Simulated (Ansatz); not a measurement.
This script for a rigid scan of one bond length of C2H2O, SMILES C#CO with the Python package of Ansatz (0.2.0) holds a mistake.

`scan_c2h2o.py`
```python
"""Stretching a bond of C2H2O, the rest held rigid."""

import logging
import sys

import ansatz as az
import numpy as np

logging.basicConfig(stream=sys.stdout, format="%(levelname)s:%(name)s:%(message)s")
log = logging.getLogger("c2h2o")
log.setLevel(logging.INFO)


def main() -> None:
    geometry_ang = [
        ("C", (-0.9958, -0.0098, -0.4125)),
        ("C", (-0.0222, -0.0771, 0.1863)),
        ("O", (1.0823, -0.1942, 0.8512)),
        ("H", (-1.8855, 0.1399, -0.9638)),
        ("H", (1.8711, 0.0676, 0.2973)),
    ]
    mol = az.Crystal.molecule()
    for symbol, xyz in geometry_ang:
        mol = mol.atom(symbol, xyz)

    symbols = [site.symbol for site in mol.cartesian_sites]
    start = np.array([site.position_ang for site in mol.cartesian_sites])
    axis = (start[2] - start[1]) / np.linalg.norm(start[2] - start[1])
    moving = [2, 4]
    lengths, energies = [1.1, 1.19, 1.29, 1.42, 1.62, 1.94, 2.33, 2.85], []
    for length in lengths:
        xyz = start.copy()
        xyz[moving] += (length - np.linalg.norm(start[2] - start[1])) * axis
        point = az.Crystal.molecule()
        for symbol, place in zip(symbols, xyz):
            point = point.atom(symbol, place.tolist())
        model = (
            point.calculation()
            .basis(gaussian="6-31G*")
            .functional("r2scan0")
            .occupations("fermi_dirac", width=0.1)
            .spin("collinear")
        )
        report = model.run().report
        energies.append(report["free_energy_ev"])
        log.info(f"r = {length:6.3f} A  E = {energies[-1]:.5f} eV  <S^2> = {abs(report['mean_field']['state']['spin_squared']):.3f}")

    print("energy above the lowest point (eV):", [round(e - min(energies), 3) for e in energies])


if __name__ == "__main__":
    main()
```

`python scan_c2h2o.py` gives:
```text
Traceback (most recent call last):
  File "scan_c2h2o.py", line 52, in <module>
    main()
    ~~~~^^
  File "scan_c2h2o.py", line 44, in main
    report = model.run().report
             ~~~~~~~~~^^
  ...
ansatz.RefusalError: invalid value for `basis.gaussian`: such a run doesn't read scf.occupations; remove what it names
```
(Library frames cut from the traceback.)

Why does it end like this?

The fault: in this program a Gaussian-basis run takes no smearing. The change:

```diff
--- before
+++ after
@@ -40,3 +40,2 @@
             .functional("r2scan0")
-            .occupations("fermi_dirac", width=0.1)
             .spin("collinear")
```

The mended script runs so:

Output of `python scan_c2h2o.py`:
```text
INFO:c2h2o:r =  1.100 A  E = -4145.49450 eV  <S^2> = 0.000
INFO:c2h2o:r =  1.190 A  E = -4146.86715 eV  <S^2> = 0.000
INFO:c2h2o:r =  1.290 A  E = -4147.33399 eV  <S^2> = 0.000
INFO:c2h2o:r =  1.420 A  E = -4147.05255 eV  <S^2> = 0.000
INFO:c2h2o:r =  1.620 A  E = -4145.83230 eV  <S^2> = 0.000
INFO:c2h2o:r =  1.940 A  E = -4143.64047 eV  <S^2> = 0.070
INFO:c2h2o:r =  2.330 A  E = -4142.48749 eV  <S^2> = 0.818
INFO:c2h2o:r =  2.850 A  E = -4142.15251 eV  <S^2> = 1.011
energy above the lowest point (eV): [1.839, 0.467, 0.0, 0.281, 1.502, 3.694, 4.847, 5.181]
```

Total energies depend on the basis set; only differences at equal settings carry meaning. The rest of the molecule is held rigid at a force-field or estimated start geometry, and the basis set is modest; single-reference methods fail as a bond breaks. The expectation value of S² is noticeably off S(S+1) in at least one run, so that state is spin-contaminated. Run time: 44 s on 1 thread of Arm Neoverse V1 (shared host), peak memory 0.21 GiB.
